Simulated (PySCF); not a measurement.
C₂H₃, SMILES [CH]=C (connectivity only; charge and spin as stated), charge +1, multiplicity 1.

Geometry optimised at B3LYP-D3(BJ)/def2-TZVP. The multiplicity is an assumed one; other spin states were not compared. The isomer is the one that the SMILES or the coordinates give; other isomers of the formula were not compared.

Vertical ionisation energy (IE) and electron affinity (EA) in eV. Rows of orbital energies are one-electron estimates. Where ΔSCF, EOM or ADC give a negative EA the extra electron is unbound and the value depends on the basis.

| level | IE | EA |
|---|---|---|
| −ε(HOMO), −ε(LUMO), ωB97X/def2-TZVPD (PySCF) | 19.44 | 8.51 |
| −ε(HOMO), −ε(LUMO), B3LYP/def2-TZVPD (PySCF) | 16.67 | 11.33 |
| ADC(2)/aug-cc-pVDZ (PySCF) | 19.73 | 8.54 |

Task: Give the lowest 1s main lines (those of the lightest heavy element) from CVS-ADC(2)-x/aug-cc-pVDZ (PySCF, non-relativistic), with pole strengths. (The exact figures need the calculation; the answer reports its results.)

Result: 301.1 eV (1.50), 304.2 eV (1.46).

Task: Beyond the first one, list the lowest photoelectron lines from ADC(2)/aug-cc-pVDZ (PySCF) with their pole strengths (two spins summed). (The exact figures need the calculation; the answer reports its results.)

Result: 23.44 eV (1.82), 24.45 eV (1.81), 27.60 eV (1.76), 34.14 eV (1.66).
